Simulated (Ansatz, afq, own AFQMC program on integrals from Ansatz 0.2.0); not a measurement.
BNH2, triplet in cc-pVDZ, levels against CCSDT(Q)

```xyz
4

B     0.0000    0.0000    0.8588
N     0.0000    0.0000   -0.5086
H     0.0000   -0.8409   -1.0720
H     0.0000    0.8409   -1.0720
```

Connectivity, by distances: B–NH2.

Basis cc-pVDZ. Only valence electrons are correlated. Ansatz 0.2.0 and our own AFQMC program on the same integrals; the CISD trial comes from CCSD amplitudes, and released means the phaseless constraint is let go. Uncertainties: one standard error, sampling alone.

Determinant: UHF, the one that the program's search chose, which needn't be the lowest solution. The geometry is a PBE0/def2-TZVP stationary point of this or a neighbouring charge and spin state.

No full CI on the walks' own integrals is used here; CCSDT(Q) serves as the reference and is uncertain by about the last step of the cluster series.

Cautions: another spin lies lower (by 1.95 eV).

```
T1 diagnostic                               : 0.0174
weight of the determinant in the CISD state : 0.913
⟨S²⟩ of the determinant                     : 2.022
size of the correlated space                : 10 electrons in 36 orbitals
```

Reference: CCSDT(Q), correlation energy -6.453 eV. The released energy is read at 2.40 1/Eh (meV from the phaseless value at times in 1/Eh: 7 ± 10 at 0.24, 7 ± 8 at 0.51, 6 ± 8 at 0.99, -3 ± 13 at 1.62, -11 ± 14 at 2.40).

```
         level  E − E(reference) (kcal/mol)  share of correlation (%)
            HF                       148.82                      0.00
           MP2                        16.25                     89.08
          CCSD                         4.71                     96.83
       CCSD(T)                         0.73                     99.51
         CCSDT                         0.33                     99.78
   ph-AFQMC/HF                 -1.31 ± 2.01                    100.88
 ph-AFQMC/CISD                 -0.12 ± 0.26                    100.08
released AFQMC                 -0.37 ± 0.32                    100.25
```

A walk keeps the symmetry of its determinant, which the program's search chose and which needn't be the lowest solution, so a lower state of the same spin and another symmetry isn't excluded. Released energies are given only where the last usable release times agree within the noise; a slower fall can still hide under it.
